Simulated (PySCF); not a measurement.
All values below come from PySCF with r2SCAN-D4/def2-TZVP. All species are isolated molecules in the gas phase. Excitations are Tamm–Dancoff values on a coarser integration grid. The basis has no diffuse functions, so Rydberg states are missing or too high.

Reference species (SMILES): `C1=CC1` (neutral, multiplicity 1).

```json
{
  "S1 oscillator strength": "0.002",
  "dipole_moment": "0.50 D",
  "HOMO–LUMO gap": "5.57 eV",
  "S1 excitation (TDA)": "6.75 eV"
}
```

Changed species: `C#CC`.

Problem. Give the shifts of the S1 oscillator strength, dipole moment, HOMO–LUMO gap and S1 excitation (TDA).

Solution. the S1 oscillator strength hardly moves; the dipole moment goes up by 0.38 D, to 0.88 D; the HOMO–LUMO gap rises by 1.72 eV, to 7.29 eV; the S1 excitation (TDA) increases by 0.39 eV, to 7.14 eV.
